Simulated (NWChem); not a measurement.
Molecule: CHN, triplet; SMILES of the neutral closed-shell parent [NH+]#[C-]

```xyz
3

C      0.0022    -0.7571     0.0000
N      0.1156     0.5061     0.0000
H     -0.8229     0.9997     0.0000
```
Atoms are numbered in this order, from 1.

All runs: NWChem. Pople sets run with spherical d functions. Spin-unrestricted. In the optimisation the excess spin sits in a' (Cs, its own frame). The geometry was optimised at PBE-D3(BJ)/def2-SVP, spin-unrestricted. The spin multiplicity was typed, not searched, and may not be the lowest. No stability test was run on the SCF state. Vertical excitations in the gas phase; the lowest state need not have the same character in each row. Excited states of an open shell can be spin-contaminated.

For level BHandHLYP/6-31+G*, TDA:

```yaml
lowest state with f > 0.02 (eV): 2.41
lowest empty minus highest occupied level, either spin (eV): 2.54
```

**Question.** What are these values for level LRC-wPBEh/6-31+G*, TDA?

**Answer.** 
| Item | Result |
|---|---|
| lowest state with f > 0.02 (eV) | 2.56 |
| lowest empty minus highest occupied level, either spin (eV) | 3.96 |
